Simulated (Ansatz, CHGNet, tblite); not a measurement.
**Wurtzite ZnO, elastic constant C44**

Reference value: 44.8 GPa (measured, temperature not stated, not corrected to a static lattice; as tabulated in Oses et al. (2018), arXiv:1811.08464).

Problem. What do GFN1-xTB, CHGNet 0.3.0, LDA, PBE, B3LYP (VWN-RPA form) give, and how far is each from the reference?

Solution. 
```csv
level (code),value (GPa),cell (Å³/atom),difference (%)
GFN1-xTB (tblite),12.5,15.51,-72
CHGNet 0.3.0,30.6,12.40,-32
LDA (Ansatz),37.8,11.33,-15.6
PBE (Ansatz),37.1,12.32,-17.2
B3LYP (VWN-RPA form) (Ansatz),44.9,12.26,+0.2
```

The reference's temperature isn't stated, so close values are not ranked against it. Off by more than 25 %, or 35 % on the side where a correction would as a rule narrow the miss (bounds picked here): GFN1-xTB (-72 %), CHGNet 0.3.0 (-32 %).

The reference isn't brought to a static lattice, while the calculations are for one, so the differences are not the levels' errors alone. A static lattice is as a rule stiffer than a warm one, by over a tenth in soft solids.  GFN1-xTB: the relaxed volume lies over a fifth from the starting cell. GFN1-xTB: the method was fitted mainly to molecules. GFN1-xTB: the run uses a supercell at the zone centre in place of a k mesh. Each level is taken at its own relaxed cell. K meshes differ between the levels. Ansatz's density-functional and Hartree–Fock values are scalar-relativistic unless marked +SOC, with PAW data made under PBE.

Machine-learned potentials (CHGNet 0.3.0) are trained on DFT data: a solid inside that data is no test of them.

Differences are worked out from the printed values.

Ansatz is a quantum-chemistry and plane-wave program.
